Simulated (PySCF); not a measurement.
Computed with PySCF and rigid-rotor harmonic-oscillator thermochemistry at 1 bar. 'Table' is the NASA 1993 thermochemical table (part measured, part estimated). 6-31G* has spherical d functions here. Open shells (unrestricted): SF (multiplicity 2, electronic degeneracy 4). Spin-orbit splitting is ignored; it lowers the true energy and changes the entropy of SF. The harmonic model lacks anharmonicity and excited electronic states, which grow with temperature; levels with a mode under 35 cm⁻¹ are left out. The table's entry may be an old estimate for SF (not checked at source).

Harmonic frequencies at HF/6-31G* (cm⁻¹): 920. Point group C∞v; S°(298 K) = 227.6 J/mol/K at this level.

Task: Work out Cp and S° of gaseous SF at 500, 800, 1200, 1600, 2000 K from these, and set them beside the table.

Result: 
| T (K) | Cp HF/6-31G* | Cp table | S° HF/6-31G* | S° table |
|---|---|---|---|---|
| 500 | 33.9 | 36.6 | 244.3 | 243.9 |
| 800 | 35.8 | 37.2 | 260.8 | 261.2 |
| 1200 | 36.6 | 37.6 | 275.4 | 276.4 |
| 1600 | 37.0 | 37.8 | 286.0 | 287.2 |
| 2000 | 37.1 | 38.0 | 294.3 | 295.7 |
Units J/mol/K.
